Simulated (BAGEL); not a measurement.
# RI-MP2/def2-SVP (density fitting with qzvpp-jkfit) run of C3H4O2 (SMILES C1=COCO1)

Aim: the energy change on altering one bond length of C3H4O2 at RI-MP2/def2-SVP (density fitting with qzvpp-jkfit), from 2 runs. 

Program for the calculation: BAGEL 1.2.2.

1 further run of the same task is left out (set aside as unsound or not needed).

### 1 Starting point

C3H4O2 has 9 atoms, charge 0, and is taken as a singlet. SMILES: `C1=COCO1`. The shape is that of a PBE0-D4/def2-TZVP optimisation.

Bond lengths: C1–C2 1.324 Å, C2–O3 1.377 Å, O3–C4 1.414 Å, C1–O5 1.377 Å, C4–O5 1.414 Å, C1–H6 1.076 Å, C2–H7 1.076 Å, C4–H8 1.090 Å, C4–H9 1.103 Å. Some angles: C1–C2–O3 110.2°, C2–C1–O5 110.2°, C2–O3–C4 103.6°, O3–C4–O5 106.9°, C1–O5–C4 103.6°, C1–C2–H7 132.0°, O3–C2–H7 117.8°, C2–C1–H6 132.0°, O5–C1–H6 117.7°, O3–C4–H8 110.0°.

### 2 A single-point energy at RI-MP2/def2-SVP (density fitting with qzvpp-jkfit)

input.json

```json
{ "bagel": [

{
  "title": "molecule",
  "basis": "svp",
  "df_basis": "qzvpp-jkfit",
  "angstrom": "true",
  "geometry": [
    { "atom": "C", "xyz": [       0.196500,       1.125100,      -0.040700 ] },
    { "atom": "C", "xyz": [       0.734400,       0.232800,      -0.857600 ] },
    { "atom": "O", "xyz": [       0.135900,      -0.994400,      -0.680300 ] },
    { "atom": "C", "xyz": [      -0.567100,      -0.847500,       0.538200 ] },
    { "atom": "O", "xyz": [      -0.787500,       0.537500,       0.722200 ] },
    { "atom": "H", "xyz": [       0.359300,       2.182100,       0.079200 ] },
    { "atom": "H", "xyz": [       1.482600,       0.319000,      -1.626200 ] },
    { "atom": "H", "xyz": [      -1.521100,      -1.372100,       0.483200 ] },
    { "atom": "H", "xyz": [       0.055600,      -1.229000,       1.364900 ] }
  ]
},

{ "title": "hf" },

{ "title": "mp2", "ncore": 5 }

]}
```

The run is started by

```console
$ BAGEL_NUM_THREADS=1 BAGEL input.json > input.out
```

What it wrote:

```text
* using 1 threads per process

  ===============================================================
  ===============================================================

  *** Geometry ***

  { "atom" : "C", "xyz" : [      0.371331,      2.126131,     -0.076912 ] },
  { "atom" : "C", "xyz" : [      1.387815,      0.439928,     -1.620629 ] },
  { "atom" : "O", "xyz" : [      0.256814,     -1.879144,     -1.285581 ] },
  { "atom" : "C", "xyz" : [     -1.071664,     -1.601543,      1.017051 ] },
  { "atom" : "O", "xyz" : [     -1.488159,      1.015728,      1.364760 ] },
  { "atom" : "H", "xyz" : [      0.678979,      4.123571,      0.149666 ] },
  { "atom" : "H", "xyz" : [      2.801708,      0.602823,     -3.073073 ] },
  { "atom" : "H", "xyz" : [     -2.874462,     -2.592893,      0.913116 ] },
  { "atom" : "H", "xyz" : [      0.105069,     -2.322473,      2.579287 ] },

  Number of auxiliary basis functions:      451

  Since a DF basis is specified, we compute 2- and 3-index integrals:
    o Being stored without compression. Storage requirement is 0.029 GB

  Number of basis functions:       90
  Number of electrons      :       38

    * METHOD: MOLECULE                             0.21

  *** RHF ***

  === Nuclear Repulsion ===
   179.2240500758

      * DIIS with orbital gradients will be used.

  === RHF iteration (svp) ===
      0       -265.24575154          0.01399958           0.06
      1       -265.35972482          0.00798229           0.05
      2       -265.39096237          0.00158452           0.05
      3       -265.39289737          0.00028695           0.05
      4       -265.39295805          0.00008552           0.05
      5       -265.39296479          0.00002247           0.05
      6       -265.39296560          0.00000619           0.05
      7       -265.39296565          0.00000194           0.06
      8       -265.39296565          0.00000072           0.05
      9       -265.39296565          0.00000023           0.05
     10       -265.39296565          0.00000007           0.05
     11       -265.39296565          0.00000002           0.05
     12       -265.39296565          0.00000001           0.05
    * SCF iteration converged.

    * Permanent dipole moment:
           (   -0.337526,    -0.188226,    -0.016740) a.u.

    * METHOD: HF                                   0.85

  *** RHF ***

  === Nuclear Repulsion ===
   179.2240500758

      * DIIS with orbital gradients will be used.

  === RHF iteration (svp) ===
      0       -265.39296565          0.00000000           0.05
    * SCF iteration converged.

    * Permanent dipole moment:
           (   -0.337525,    -0.188226,    -0.016740) a.u.

  === DF-MP2 calculation ===

    * freezing 5 orbitals
    * 3-index integral transformation done
    * assembly done

      MP2 correlation energy:   -0.7525949386      0.05

      MP2 total energy:       -266.1455605888

    * METHOD: MP2                                  0.18

  ===============================================================
```

Run time: 1.4 s. Hardware: 1 thread of Arm Neoverse V1, shared host; peak memory 0.12 GiB.

### 3 The distorted shape

input.json

```json
{ "bagel" : [

{
  "title" : "molecule",
  "basis" : "svp",
  "df_basis" : "qzvpp-jkfit",
  "angstrom" : true,
  "geometry" : [
    { "atom" : "C", "xyz" : [       0.115107,       0.596645,      -0.100645 ] },
    { "atom" : "C", "xyz" : [       0.653007,      -0.295655,      -0.917545 ] },
    { "atom" : "O", "xyz" : [       0.054507,      -1.522855,      -0.740245 ] },
    { "atom" : "C", "xyz" : [      -0.648493,      -1.375955,       0.478255 ] },
    { "atom" : "O", "xyz" : [      -0.868893,       0.009045,       0.662255 ] },
    { "atom" : "H", "xyz" : [       0.359300,       2.182100,       0.079200 ] },
    { "atom" : "H", "xyz" : [       1.401207,      -0.209455,      -1.686145 ] },
    { "atom" : "H", "xyz" : [      -1.602493,      -1.900555,       0.423255 ] },
    { "atom" : "H", "xyz" : [      -0.025793,      -1.757455,       1.304955 ] }
  ]
},

{
  "title" : "hf"
},

{
  "title" : "mp2",
  "ncore" : 5
}

]}
```

The run is started by

```console
$ BAGEL_NUM_THREADS=1 BAGEL input.json > input.out
```

What it wrote:

```text
* using 1 threads per process

  ===============================================================
  ===============================================================

  *** Geometry ***

  { "atom" : "C", "xyz" : [      0.217521,      1.127496,     -0.190191 ] },
  { "atom" : "C", "xyz" : [      1.234004,     -0.558707,     -1.733909 ] },
  { "atom" : "O", "xyz" : [      0.103003,     -2.877779,     -1.398860 ] },
  { "atom" : "C", "xyz" : [     -1.225474,     -2.600178,      0.903771 ] },
  { "atom" : "O", "xyz" : [     -1.641970,      0.017093,      1.251481 ] },
  { "atom" : "H", "xyz" : [      0.678979,      4.123571,      0.149666 ] },
  { "atom" : "H", "xyz" : [      2.647897,     -0.395813,     -3.186352 ] },
  { "atom" : "H", "xyz" : [     -3.028273,     -3.591528,      0.799836 ] },
  { "atom" : "H", "xyz" : [     -0.048742,     -3.321109,      2.466008 ] },

  Number of auxiliary basis functions:      451

  Since a DF basis is specified, we compute 2- and 3-index integrals:
    o Being stored without compression. Storage requirement is 0.029 GB

  Number of basis functions:       90
  Number of electrons      :       38

    * METHOD: MOLECULE                             0.22

  *** RHF ***

  === Nuclear Repulsion ===
   177.2426647409

      * DIIS with orbital gradients will be used.

  === RHF iteration (svp) ===
      0       -265.13393022          0.01447007           0.06
      1       -265.25990795          0.00841941           0.05
      2       -265.29626517          0.00164405           0.06
      3       -265.29859864          0.00038606           0.06
      4       -265.29872013          0.00013441           0.06
      5       -265.29874251          0.00005364           0.05
      6       -265.29874684          0.00002243           0.05
      7       -265.29874777          0.00001108           0.06
      8       -265.29874793          0.00000357           0.05
      9       -265.29874795          0.00000173           0.05
     10       -265.29874796          0.00000041           0.05
     11       -265.29874796          0.00000019           0.06
     12       -265.29874796          0.00000007           0.05
     13       -265.29874796          0.00000003           0.06
     14       -265.29874796          0.00000001           0.06
     15       -265.29874796          0.00000000           0.06
    * SCF iteration converged.

    * Permanent dipole moment:
           (   -0.313626,    -0.144567,    -0.034150) a.u.

    * METHOD: HF                                   1.03

  *** RHF ***

  === Nuclear Repulsion ===
   177.2426647409

      * DIIS with orbital gradients will be used.

  === RHF iteration (svp) ===
      0       -265.29874796          0.00000000           0.05
    * SCF iteration converged.

    * Permanent dipole moment:
           (   -0.313626,    -0.144567,    -0.034150) a.u.

  === DF-MP2 calculation ===

    * freezing 5 orbitals
    * 3-index integral transformation done
    * assembly done

      MP2 correlation energy:   -0.7628991644      0.05

      MP2 total energy:       -266.0616471203

    * METHOD: MP2                                  0.18

  ===============================================================
```

Run time: 1.6 s. Hardware: 1 thread of Arm Neoverse V1, shared host; peak memory 0.12 GiB.

### 4 Outcome

Level: RI-MP2/def2-SVP (density fitting with qzvpp-jkfit), 5 core orbitals frozen.

| quantity | value |
| --- | --- |
| first shape: total energy | -266.14556 Eh |
| first shape: correlation energy (5 core orbitals frozen) | -752.6 mEh |
| distorted shape: total energy | -266.06165 Eh |
| distorted shape: correlation energy (5 core orbitals frozen) | -762.9 mEh |
| energy change with the C1–H6 bond stretched from 1.076 to 1.614 Å | 2.283 eV |

One bond (distorted shape) is far stretched, which a spin-restricted single reference describes badly; perturbation theory on it can break down and give far too much correlation. With the C1–H6 bond stretched from 1.076 to 1.614 Å the energy rises by 2.28 eV (220 kJ/mol). The first shape isn't relaxed at this level, so the change isn't measured from a minimum. A restricted reference can't describe the breaking bond well at this length.
